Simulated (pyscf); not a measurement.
SbH₃ + HS–SbH₂ -> H₂Sb–S–SbH₂ + hydrogen (H₂) (four-centre exchange; singlet surface; H–Sb, H–S broken, S–Sb, H–H formed). PySCF, gas phase, ωB97X-D3(BJ)/def2-SVP geometries. Energies in kcal/mol from the separated reactants.

```tsv
level	barrier	reaction energy
ωB97X-D3(BJ)/def2-TZVP	42.6	-11.7
PBE/def2-TZVP	37.1	-6.2
r²SCAN/def2-TZVP	[?]	[?]
PBE0-D3(BJ)/def2-TZVP	39.8	-7.2
M06-2X/def2-TZVP	[?]	-8.8
HF/def2-TZVP	69.7	+0.5
```

Task: Some entries are withheld; supply them.

Result: 
- r²SCAN/def2-TZVP, barrier: 40.0
- r²SCAN/def2-TZVP, reaction energy: -7.0
- M06-2X/def2-TZVP, barrier: 43.9

The functionals in the table span 6.8 kcal/mol in this barrier, from PBE to M06-2X. On the reactant side the descent ends in a complex, 5.1 kcal/mol under the separated species and 47.7 kcal/mol under the saddle at ωB97X-D3(BJ)/def2-TZVP. This is the saddle that the search found; another between the same sides may lie lower. Elements past Kr carry the def2 core potentials, without spin-orbit coupling.
